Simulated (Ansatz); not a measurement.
## Worked example: MgH(OH) + C2H6S → MgH(SH) + C2H6O

Species: MgH(OH), singlet; C2H6S (ethanethiol) `CCS`, singlet; MgH(SH), singlet; C2H6O (ethanol) `CCO`, singlet. The partners trade OH for SH: Mg–OH and C–SH bonds give way to Mg–SH and C–OH.

Shapes, held fixed at every level: PBE0-D4/def2-TZVP. Flexible molecules stand in one conformer, not always the lowest. Programs: Ansatz 0.2.0. The zero-point and thermal change to 298 K, harmonic and unscaled (PBE0-D4/def2-TZVP), is +2.4 kJ/mol.

At CCSD(T)/def2-TZVPP; 1 Eh = 2625.50 kJ/mol:

```
species  energy (Eh)
MgH(OH)  -276.174879
  C2H6S  -477.406866
MgH(SH)  -598.773789
  C2H6O  -154.800182
```

Problem. Work out ΔH(298 K) of the reaction at this level.

Solution. 
1. Products less reactants: (-598.773789) + (-154.800182) − [(-276.174879) + (-477.406866)] = 0.007774 Eh = +20.4 kJ/mol.
2. With the thermal change: +20.4 + (+2.4) = +22.8 kJ/mol.

Other levels give +3.0 (HF/def2-SVP) to +33.0 kJ/mol (MP2/def2-TZVPP). No measured value is set beside it here. Correlated rows may include outer-core shells of Mg, which these sets cover unevenly.
